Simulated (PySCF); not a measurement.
The numbers below are computed, except where a source is named.
A vibrational averaging run on C₄H₄, SMILES C#CC=C. A sound run at B3LYP/pcSseg-1 gave B0 = 51787, 4706, 4308 MHz, harmonic ZPE 13375 cm⁻¹, lowest mode 223 cm⁻¹ and averaged shieldings 90.32, 91.80, 50.57, 37.67, 28.08, 25.16, 25.33, 25.08 ppm.

Input of the run in question:

```
{"job": {"xc": "B3LYP", "basis": "pcSseg-1", "grid": 2, "temperatures": [100, 250], "average_masses": true, "kind": "iso"}, "charge": 0, "multiplicity": 1}
C      1.978386     0.407462     0.578299
C      0.931595    -0.013831     0.155709
C     -0.287454    -0.549039    -0.348528
C     -1.421751     0.144210    -0.494837
H      2.900185     0.787390     0.952870
H     -0.262338    -1.603341    -0.626846
H     -2.316317    -0.331567    -0.887354
H     -1.486077     1.196365    -0.228686
```

Command: OMP_NUM_THREADS=1 python ens_run.py task.json out

Output:

```
parent
  Be/MHz 51771.039 4715.549 4321.891
  B0/MHz 51756.941 4701.945 4304.36
  ZPE/cm-1 13372.0
  <sigma>(0 K)/ppm 90.318 91.802 50.571 37.666 28.077 25.163 25.334 25.080
2H at atom 5
  Be/MHz 41645.317 4682.276 4209.044
  B0/MHz 41562.863 4669.642 4192.011
  ZPE/cm-1 12681.9
  <sigma>(0 K)/ppm 90.356 91.835 50.897 37.791 28.082 25.264 25.334 25.087
```

**Question.** What is doubtful here, and how much did it matter?

**Answer.** The setting at fault: average atomic weights in place of isotope masses. The isotope effects on the shieldings at 0 K read 37, 33, 326, 124, 6, 102, 0, 7 ppb against 37, 33, 325, 123, 6, 102, 0, 7 ppb in the sound run, and B0 − Be of the smallest constant -17.5 against -17.6 MHz.
